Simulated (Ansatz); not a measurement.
C₃H₄FNO, SMILES O=CN/C=C/F, a ranking of conformers

Run with the Ansatz DFT code, driven from Python.

`conformers_c3h4fno.py`
```python
import ansatz
from rdkit import Chem
from rdkit.Chem import AllChem

rd = Chem.AddHs(Chem.MolFromSmiles('O=CN/C=C/F'))
ids = list(AllChem.EmbedMultipleConfs(rd, numConfs=20, randomSeed=846, pruneRmsThresh=0.4))
field = [energy for _, energy in AllChem.MMFFOptimizeMoleculeConfs(rd)]
distinct = {round(e, 2): i for i, e in zip(ids, field)}
chosen = sorted(distinct.items())[:4]
found = []
for force_field, index in chosen:
    geometry = ansatz.Crystal.molecule()
    for atom, xyz in zip(rd.GetAtoms(), rd.GetConformer(index).GetPositions()):
        geometry = geometry.atom(atom.GetSymbol(), xyz.round(5).tolist())
    model = (
        geometry.calculation()
        .basis(gaussian='6-31G*')
        .functional('PBE')
    )
    found.append(model.run().report['free_energy_ev'])
print('conformer   MMFF (kcal/mol)   this level (kJ/mol)')
for (force_field, index), e in zip(chosen, found):
    print(f'{index:9d} {force_field - chosen[0][0]:17.2f} {96.485332 * (e - min(found)):17.3f}')
```

```console
$ python conformers_c3h4fno.py
conformer   MMFF (kcal/mol)   this level (kJ/mol)
        2              0.00             0.000
        0              2.38             2.525
```

The conformers keep their force-field geometries. Wall time of the script: 9.4 s on 1 thread of Arm Neoverse N1 (shared host), peak memory 0.24 GiB.
